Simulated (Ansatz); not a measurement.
Ideal-gas functions of CH$_{5}$AlSi (`[CH2]1[AlH][SiH2]1`) at 298.15 K and 1 bar, from an Ansatz frequency run at PBE0-D4/def2-TZVP.

Molar mass 72.12 g/mol, point group C1 (symmetry number 1), electronic degeneracy 1, moments of inertia 36.24, 94.438, 121.636 u Å². Harmonic wavenumbers (cm⁻¹, unscaled): 152, 316, 376, 416, 444, 560, 594, 651, 765, 837, 853, 920, 1338, 1935, 2195, 2212, 3046, 3148.

Use S(trans) = R[1.5 ln M + 2.5 ln T − 1.1517]; rotational temperatures θ = 24.2544 K / I; S(rot) = R[ln(√π/σ · √(T³/θAθBθC)) + 1.5]; for each mode x = 1.438777 ν̃/T, S = R[x/(eˣ − 1) − ln(1 − e⁻ˣ)] and H = RT x/(eˣ − 1); 1 cm⁻¹ = 0.0119627 kJ/mol; R = 8.31446 J/(mol·K).

**Question.** By hand: the entropy, in J/(mol·K).

**Answer.** Translation 162.2. Rotation: θ = 0.6693, 0.2568, 0.1994 K, giving 102.3. Vibration, mode by mode: 11.08, 5.57, 4.42, 3.79, 3.41, 2.19, 1.93, 1.55, 0.99, 0.75, 0.70, 0.54, 0.10, 0.01, 0.00, 0.00, 0.00, 0.00, in all 37.0. Electronic 0.0. Sum 301.5 J/(mol·K).

**Question.** By hand: H − E and G − E in kJ/mol, counted from the electronic energy.

**Answer.** Zero-point energy ½ × 20758 × 0.0119627 = 124.2; thermal vibration 7.1; translation, rotation and pV give 4 RT = 9.9. H − E = 141.2 kJ/mol, and G − E = 141.2 − 298.15 × 301.5/1000 = 51.3 kJ/mol.

Vibration gives 12 % of the entropy. The sum counts one conformer and one mirror image; others add a mixing term.
